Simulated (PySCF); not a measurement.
## Relaxation of triplet C4

Level of theory: PySCF, UB3LYP, basis C def2-TZVP (no relativity, density fitting). A (50,194) grid was used.

A hand-made rhombus start, of D2h symmetry, held to at least that symmetry:

Coordinates in bohr (charge 0 multiplicity 3):
```
C     0.0000    1.4173    0.0000
C     0.0000   -1.4173    0.0000
C     2.4548    0.0000    0.0000
C    -2.4548    0.0000    0.0000
```

Question: What does it relax to?

Answer: It ends at D2h with C–C 1.427 Å (×4), C–C 1.570 Å; C–C–C 56.6° (×4), C–C–C 66.8° (×2), C–C–C 113.2° (×2). A frequency run shows a minimum.

Question: How much energy is released, and in how many steps?

Answer: 51.5 kJ/mol in 4 steps.

At this level a broken-symmetry Ms = 0 minimum of D2h symmetry lies 83 kJ/mol below this structure.
